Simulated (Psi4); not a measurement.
**Cl2 (chlorine) at TPSS/def2-SVPD (sweep point 2)**

We compute a structure relaxation of Cl2 (chlorine). 

The calculation is run with Psi4 1.11.

## 1. The molecule

Cl2: 2 atoms, total charge 0, spin state singlet. SMILES: `ClCl`. Geometry: relaxed at GFN2-xTB. The run starts from this shape.

Bond lengths: Cl1–Cl2 2.016 Å.

## 2. A structure relaxation at TPSS/def2-SVPD (sweep point 2)

calc.in

```
memory 1600 mb

molecule molecule1 {
  Cl     0.859850    -0.286310     0.440860
  Cl    -0.859850     0.286310    -0.440860
  symmetry c1
}

set {
  puream true
  scf_type pk
  dft_radial_points 99
  dft_spherical_points 590
  g_convergence gau_tight
  geom_maxiter 50
}

optimize('tpss/def2-SVPD')
print_variables()
```

Launch:

```
$ psi4 calc.in calc.out -n 1
```

**Question.** What will come out? Wanted: total energy at the end; dipole moment; HOMO energy; LUMO energy; HOMO–LUMO gap; bond length.

Answer, from the run:

Level: TPSS/def2-SVPD (sweep point 2).

| quantity | value |
| --- | --- |
| total energy at the end | -920.12172 Eh |
| dipole moment | 0.00 D |
| HOMO energy | -7.77 eV |
| LUMO energy | -5.03 eV |
| HOMO–LUMO gap | 2.73 eV |
| bond length | 2.065 Å |

What this shows: At the final geometry: Bond lengths: Cl1–Cl2 2.065 Å. The optimisation took 6 steps and changed the energy by -0.019 eV.
